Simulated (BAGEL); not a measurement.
# [AlH4]− (SMILES [AlH4-]), step by step

Wanted: a single-point energy (HF/def2-SVP), then a single-point energy (CASPT2(2,2)/def2-SVP) of [AlH4]−. 

The calculation is run with BAGEL 1.2.2.

12 further runs of the same task are left out: 5 that didn't finish, 7 set aside as unsound or not needed.

## (1) Starting point

The species is [AlH4]− (5 atoms), meant as a singlet with charge -1. SMILES: `[AlH4-]`. Geometry: a GFN2-xTB relaxation, a rough one for these elements and not checked as a minimum.

Bond lengths: Al1–H2 1.628 Å, Al1–H3 1.628 Å, Al1–H4 1.628 Å, Al1–H5 1.627 Å. Angles: H2–Al1–H3 109.4°, H2–Al1–H4 109.5°, H2–Al1–H5 109.4°, H3–Al1–H4 109.5°, H3–Al1–H5 109.4°, H4–Al1–H5 109.6°.

## (2) A single-point energy at HF/def2-SVP (density fitting with svp-jkfit, Cartesian functions) (run 1)

input.json reads:

```json
{ "bagel" : [

{
  "title" : "molecule",
  "basis" : "svp",
  "df_basis" : "svp-jkfit",
  "angstrom" : true,
  "cartesian" : true,
  "geometry" : [
    { "atom" : "Al", "xyz" : [      -0.000020,       0.000060,      -0.001080 ] },
    { "atom" : "H", "xyz" : [       1.443510,      -0.504270,       0.556410 ] },
    { "atom" : "H", "xyz" : [      -1.182970,      -0.604500,       0.939130 ] },
    { "atom" : "H", "xyz" : [      -0.203840,      -0.517130,      -1.530710 ] },
    { "atom" : "H", "xyz" : [      -0.056670,       1.625850,       0.036250 ] }
  ]
},

{
  "title" : "hf",
  "charge" : -1
},

{
  "title" : "print",
  "file" : "orbitals.molden",
  "orbitals" : true
}

]}
```

Started as:

```sh
$ BAGEL_NUM_THREADS=1 BAGEL input.json > input.out
```

Standard output:

```text
* using 1 threads per process

  ===============================================================
  ===============================================================

  Cartesian basis functions are used
  *** Geometry ***

  { "atom" : "Al", "xyz" : [     -0.000038,      0.000113,     -0.002041 ] },
  { "atom" : "H", "xyz" : [      2.727839,     -0.952932,      1.051463 ] },
  { "atom" : "H", "xyz" : [     -2.235489,     -1.142339,      1.774698 ] },
  { "atom" : "H", "xyz" : [     -0.385202,     -0.977234,     -2.892623 ] },
  { "atom" : "H", "xyz" : [     -0.107091,      3.072411,      0.068503 ] },

  Number of auxiliary basis functions:      235

  Since a DF basis is specified, we compute 2- and 3-index integrals:
    o Being stored without compression. Storage requirement is 0.003 GB

  Number of basis functions:       39
  Number of electrons      :       17

    * METHOD: MOLECULE                             0.04

  *** RHF ***

  === Nuclear Repulsion ===
    18.1028843584

      * DIIS with orbital gradients will be used.

  === RHF iteration (svp) ===
      0       -234.93626100          0.06356731           0.00
      1       -242.74952841          0.09868836           0.00
      2       -243.64614602          0.05811839           0.00
      3       -244.08651922          0.02213048           0.00
      4       -244.16091018          0.00135862           0.00
      5       -244.16120195          0.00009675           0.00
      6       -244.16120600          0.00001852           0.00
      7       -244.16120615          0.00000169           0.00
      8       -244.16120616          0.00000017           0.00
      9       -244.16120616          0.00000002           0.00
     10       -244.16120616          0.00000000           0.00
    * SCF iteration converged.

    * Permanent dipole moment:
           (    0.000100,    -0.000376,     0.004222) a.u.

    * METHOD: HF                                   0.05

    * METHOD: PRINT                                0.00

  ===============================================================
```

It took 0.24 s on 1 thread of Arm Neoverse V1, shared host.

## (3) A single-point energy at CASPT2(2,2)/def2-SVP (density fitting with svp-jkfit, Cartesian functions, 2 states averaged) (run 2)

caspt2.json reads:

```json
{ "bagel": [

{
  "title": "molecule",
  "basis": "svp",
  "df_basis": "svp-jkfit",
  "angstrom": true,
  "cartesian": true,
  "geometry": [
    { "atom": "Al", "xyz": [      -0.000020,       0.000060,      -0.001080 ] },
    { "atom": "H", "xyz": [       1.443510,      -0.504270,       0.556410 ] },
    { "atom": "H", "xyz": [      -1.182970,      -0.604500,       0.939130 ] },
    { "atom": "H", "xyz": [      -0.203840,      -0.517130,      -1.530710 ] },
    { "atom": "H", "xyz": [      -0.056670,       1.625850,       0.036250 ] }
  ]
},

{ "title": "hf", "charge": -1 },

{ "title": "casscf", "nstate": 2, "nact": 2, "nclosed": 8, "charge": -1, "active": [7, 12], "maxiter": 200, "natocc": true },

{ "title": "print", "file": "orbitals.molden", "orbitals": true },

{ "title": "smith", "method": "caspt2", "ms": true, "xms": true, "sssr": true, "shift": 0.2, "shift_imag": true, "frozen": false }

]}
```

Started as:

```sh
$ BAGEL_NUM_THREADS=1 BAGEL caspt2.json > caspt2.out
```

Standard output:

```text
* using 1 threads per process

  ===============================================================
  ===============================================================

  Cartesian basis functions are used
  *** Geometry ***

  { "atom" : "Al", "xyz" : [     -0.000038,      0.000113,     -0.002041 ] },
  { "atom" : "H", "xyz" : [      2.727839,     -0.952932,      1.051463 ] },
  { "atom" : "H", "xyz" : [     -2.235489,     -1.142339,      1.774698 ] },
  { "atom" : "H", "xyz" : [     -0.385202,     -0.977234,     -2.892623 ] },
  { "atom" : "H", "xyz" : [     -0.107091,      3.072411,      0.068503 ] },

  Number of auxiliary basis functions:      235

  Since a DF basis is specified, we compute 2- and 3-index integrals:
    o Being stored without compression. Storage requirement is 0.003 GB

  Number of basis functions:       39
  Number of electrons      :       17

[... 15 lines left out ...]
    * SCF iteration converged.
[... 1 line left out ...]
    * Permanent dipole moment:
[... 27 lines left out ...]
    * Second-order optimization converged. *
[... 12 lines left out ...]
     * ci vector, state   0, <S^2> = 0.0000
[... 2 lines left out ...]
     * ci vector, state   1, <S^2> = 0.0000
[... 35 lines left out ...]
    * Zeroth order energy : state  0       -0.3315284002
    * Zeroth order energy : state  1        0.1403937675
[... 4 lines left out ...]
       #      aibj      arbs      arbi      airj      risj      airs      arst      rist         Etot      error   time
[... 8 lines left out ...]
      ------------------------------------------------------------------------------------------------------------------

    * CASPT2 energy : state  0     -244.2795104894
        w/o shift correction       -244.2781790010
        reference weight              0.9491655123

    * CASPT2 energy : state  1     -243.9740538234
        w/o shift correction       -243.9711338154
        reference weight              0.9323651999

    * MS-CASPT2 Heff
           -244.2795104894       -0.0041348916
             -0.0041348916     -243.9740538234

    * MS-CASPT2 rotation matrix
             -0.9999084243        0.0135330344
             -0.0135330344       -0.9999084243

    * XMS-CASPT2 rotation matrix
              0.9999762313        0.0068946975
             -0.0068946975        0.9999762313

    * MS-CASPT2 energy : state  0     -244.2795664521
    * MS-CASPT2 energy : state  1     -243.9739978607

    * METHOD: SMITH                                0.14

  ===============================================================
```

It took 0.8 s on 1 thread of Arm Neoverse V1, shared host.

## (4) Results

| quantity | value |
| --- | --- |
| run 1, HF/def2-SVP: total energy | -244.16121 Eh |
| run 1, HF/def2-SVP: HOMO energy | -5.23 eV |
| run 1, HF/def2-SVP: LUMO energy | 9.65 eV |
| run 1, HF/def2-SVP: HOMO–LUMO gap (to an unbound level, set by the basis) | 14.89 eV |
| run 2, CASPT2(2,2)/def2-SVP: energy of the lowest of 2 roots | -244.27957 Eh |
| run 2, CASPT2(2,2)/def2-SVP: lowest excitation energy within this active space | 8.31 eV |

The orbitals (run 2, CASPT2(2,2)/def2-SVP) are averaged over several states, so each root lies above its own optimum (it can stand above Hartree-Fock), and forces and dipoles share that bias. For an anion, states without diffuse functions may be basis-held continuum.
